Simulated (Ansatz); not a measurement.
input.yaml (Ansatz)

```yaml
crystal:
  lattice:
    - [2.8665, 0.0, 0.0]
    - [0.0, 2.8665, 0.0]
    - [0.0, 0.0, 2.8665]
  atoms:
    - { symbol: Fe, position: [0.0, 0.0, 0.0], spin: 2.5 }
    - { symbol: Fe, position: [0.5, 0.5, 0.5], spin: -2.5 }
hamiltonian:
  xc: r2scan
  pseudopotentials:
    kind: paw
    azcp:
      Fe: "pseudopotentials/Fe.paw.azcp"
basis:
  ecutwfc: 500
  fft_grid_basis: typed
kpoints:
  mp_grid: { grid: [11, 11, 11], shift: [0, 0, 0] }
magnetization:
  spin_polarized: true
scf:
  occupations: { method: fermi_dirac, width: 0.05 }
relax:
  max_steps: 60
  f_tol: 0.01
  cell: {}
```

Output

```
Engine: ansatz 0.2.0, x86_64-unknown-linux-gnu
Pseudopotentials: kind: paw
Pseudopotential: Fe, paw, valence charge 16, recommended cutoff 500 eV (meta_gga) 
Functional definition: r2SCAN
  parameter k0 = 0.174
  parameter k1 = 0.065
  parameter a1 = 4.9479
  exchange = r2scan_x(k0 = k0, k1 = k1, a1 = a1)
  correlation = r2scan_c
Crystal: 2 atoms, lattice volume = 23.554 Å³
Basis set: ecut = 500 eV, 619 PW (Γ), exchange–correlation on 96×96×96 points (64 copies of the dense FFT grid, shifted against one another)
Bands: 23, of which v1, the nominal top of the filled ones, is band 16 counted from 1 (15 counted from 0)
Symmetry: 48 space group operations
Space group: Pm-3m (ITA 221), of the structure as read, at distance tolerance 2.9e-5 Å
Magnetic group: BNS 221.97 (UNI 1599), of the structure as read, at distance tolerance 2.9e-5 Å
k-points: 56 of 1331
Non-local potential: Fe, projectors of the file, l = 0: 3, l = 1: 2, l = 2: 3, l = 3: 1
PAW form: soft (Blöchl's): semilocal exchange-correlation on the pseudo side does not see the compensation charge
PAW frozen core: Fe, regenerated for the run's functional (the file was generated under x = pbe(κ = 0.804, μ = 0.2195149727645171), c = pbe(β = 0.06672455060314922))
PAW one-centre angular grid: Fe, 590 points (default); XC on 160 Gauss nodes
Initial density: superposition of atomic densities (chi_scale 0.1, normalization cell)
Starting moments: Σ|m| = 5 μB on 2 of 2 sites
Starting magnetic order: antiferromagnet; a translation exchanges its spin sublattices: spin-degenerate at every k-point
Initial wavefunctions: pseudopotential atomic-orbital guess
Functional: x = r2scan, c = r2scan; τ floored in thin density (d = 2e-4 eV/Å³)
SCF iter   1: F=—  HF=-8970.293287 eV  |F-HF|=—  |Δ(HF+E_count)|=         —  Δρ=6.55e-2 (↑6.55e-2 ↓6.55e-2)  dr2=2.16e0  dr2_τ=1.12e-2  dr2_m=2.01e-1  M=0.000 μB ∫|m|=5.120 μB  β_m=0.30  ethr=3.10e-3  ⟨swp⟩=5.1  Hψ=5054  notcnv=0  defer=1
Mixer restart at iter 1: flushing history
SCF iter   2: F=—  HF=-8969.628277 eV  |F-HF|=—  |Δ(HF+E_count)|=   6.65e-1  Δρ=3.68e-2 (↑3.68e-2 ↓3.68e-2)  dr2=2.78e-1  dr2_τ=1.59e-2  dr2_m=2.13e-1  M=0.000 μB ∫|m|=5.235 μB  β_m=0.30  ethr=3.10e-3  ⟨swp⟩=3.5  Hψ=2518  notcnv=0  defer=37  κ⁻¹=1.0e0(r=1)
SCF iter   3: F=—  HF=-8969.967290 eV  |F-HF|=—  |Δ(HF+E_count)|=         —  Δρ=3.73e-2 (↑3.73e-2 ↓3.73e-2)  dr2=1.03e-2  dr2_τ=5.48e-3  dr2_m=2.92e-1  M=0.000 μB ∫|m|=5.530 μB  β_m=0.30  ethr=8.70e-4  ⟨swp⟩=2.7  Hψ=1995  notcnv=0  defer=33
...
WARN: an SCF from ferromagnetic starting moments (-2.50, -2.50 Bohr magnetons, atom by atom) was not made, by what the run has read of turns of its moments that order reads lower: the deck asks for what bars it, or types moments that do (magnetization.spin_polarized, in the input reference, names some of the keys), or the run goes by scf.lower_state_search: light, the default, which as a rule tries one only behind a close that has lost an order of both signs, or on which an open d or half-filled 4f shell of a PAW file has lost a moment that was set nearer to Hund's than to what is left; or, under a Hubbard U, one that names an f shell that the input leaves bare beside given moments, or a larger moment for a shell of low spin that is given one. standard, with a start from the atoms, tries one behind each close (in a relaxation, ahead of its steps or at their end). To set out from that order, type those moments (crystal.atoms[].spin; where shells were raised to Hund's moment, beside crystal.symmetry.detect: false) under scf.lower_state_search: light. The bands of the close that named these starting moments, or of the one ahead of a search that led to it (under cold or Methfessel-Paxton smearing those of the Gaussian ahead of it) read a cost of -1236.92 meV for the turn to them, carried on from a small turn (-1236.92 by the pairs of d shells alone)
SCF converged after 16 iterations
Stability not checked: this state was not tested for a lower state beside it, because the mixer in use, unlike msr1, does not test its closes by its own steps (another_mixer; see scf.mixing.algorithm and scf.lower_state_search)
Magnetization: 0.0000 μB (16.0000 up, 16.0000 down)
Absolute magnetization: 4.9896 μB (∫|ρ↑−ρ↓|, with the PAW one-centre terms)
Spin contamination: 2.2373 ħ² per cell (⟨S²⟩ above its minimum at these occupations)
Per-site moments (μB) at R_I (Å): [(2.3798036393603446, 1.030080701226268), (-2.3798036393603446, 1.030080701226268)]
Free energy (F): -8970.364767 eV
Harris-Foulkes:  -8970.364767 eV  (|F-HF|=3.64e-12)
Internal energy: -8970.341347 eV  (E = F + TS)
E sigma→0 (E₀):  -8970.353057 eV
Entropy (-TS):   -0.023420 eV (-11.710 meV/atom)
Fermi energy:    17.947000 eV
--- Per-component energies (eV) ---
  E_band       = -502.356259
  E_kinetic    = 696.568468
  E_local      = -4260.969303  (includes V_loc(G=0)·N_el)
  E_nonlocal   = 444.912458
  E_hartree    = 1784.349596
  E_xc         = -225.672158
  E_vxc        = -335.176908  (∫ρ·V_xc dr)
  E_paw        = -2756.466619  (= ΣΔE_a)
  E_vpaw       = -640.649605  (= ΣTr[D̂ρ^β])
  E_aug_tail   = 0.000514  (compensation charges beyond the density's cutoff)
  E_vtau       = 24.259116  (kinetic-family band-sum trace: ∫τ·v_τ [+ j·A + Jᵃ·Aᵃ] dr)
  E_ewald      = -4652.485354
  E_core_change = -0.578950  (= ΣΔE_core)
  E_smearing   = -0.023420  (= −TS)
  E_closure    = 0.000000  (closes the sum)
  Σ components = -8970.364767   (vs F -8970.364767, Δ=0.00e0)
--- Forces (eV/Å), atoms counted from 1 ---
  atom   1  Fe     0.00000000    -0.00000000    -0.00000000
  atom   2  Fe     0.00000000    -0.00000000     0.00000000
  max |Σ_I F_I| component: 1.22e-29 eV/Å
--- Stress (GPa, compression-positive) ---
        0.047403      -0.000000      -0.000000
       -0.000000       0.047403      -0.000000
       -0.000000      -0.000000       0.047403
  P = ⅓ Tr σ = 0.0474 GPa (0.474 kbar)
--- Relaxed structure (3 steps of the walk, 3 accepted, 1 SCFs on fresh bases) ---
  F+E_penalty+E_count = -8970.36476704 eV   max|allowed force component| = 0.000e0 eV/Å   (the final SCF, on the basis selected at the relaxed cell)
  cell:  # Å, volume = 23.9745 Å³
    - [2.883478158254663, 2.409920151765799e-34, 1.6851887013388314e-34]
    - [1.1259668555076417e-34, 2.883478158254663, -8.024708101613482e-36]
    - [1.6851887013388314e-34, -8.024708101613482e-36, 2.883478158254663]
  atoms:
    - { symbol: Fe, position: [0.0, 0.0, 0.0] }
    - { symbol: Fe, position: [0.5, 0.5, 0.5] }
```
